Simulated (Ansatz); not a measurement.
A nudged elastic band was laid between two geometries of C2H2 (4 atoms, charge 0, multiplicity 1).

All numbers below come from RKS PBE0/def2-SVP (Ansatz 0.2.0).

```json
{"movable images": "5", "climbing image": "yes", "spring": "5.0 eV/Å²", "optimiser": "quadratic models (default)", "start path": "through a guess of the saddle point", "force threshold": "0.05 eV/Å", "iteration limit": "60", "end points": "relaxed"}
```

Image 0:

```xyz
4
Properties=species:S:1:pos:R:3
C 0.158 -0.547 0.202
C -0.158 0.547 -0.202
H 0.436 -1.521 0.562
H -0.436 1.521 -0.562
```

Image 6:

```xyz
4
Properties=species:S:1:pos:R:3
C 0.671 -0.828 -0.368
C -0.006 0.227 -0.176
H -0.147 -0.581 0.703
H -0.518 1.181 -0.158
```

(1) What changes between the two ends?

(2) What energy profile does the band end with?

(3) What is the geometry of the highest image?

(4) What are the harmonic wavenumbers there?

Results:

(1) Bonds formed: C2–H3.

(2) The forces met the threshold. The highest image is number 5 of 0 to 6, 1.99 eV above the first end and 0.04 eV above the last; the last end lies 1.95 eV above the first. A vibrational analysis at the climbing image gives one clearly imaginary mode, 857i cm⁻¹: a first-order saddle point.

```csv
image,path coordinate (Å),energy (eV),C2–H3 (Å)
0,0.00,0.00,2.28
1,0.28,0.17,2.24
2,0.56,0.62,2.11
3,0.84,1.21,1.91
4,1.12,1.77,1.67
5,1.40,1.99,1.39
6,1.63,1.95,1.20
```

(3) 
```xyz
4
Properties=species:S:1:pos:R:3
C 0.589 -0.805 -0.306
C -0.015 0.293 -0.225
H -0.051 -0.737 0.714
H -0.523 1.249 -0.183
```

(4) 857i, 627, 922, 1893, 2609, 3393 cm⁻¹.

Run time: 11 s on 1 thread of Intel(R) Xeon(R) 6975P-C (Granite Rapids) (shared host), peak memory 0.09 GiB.
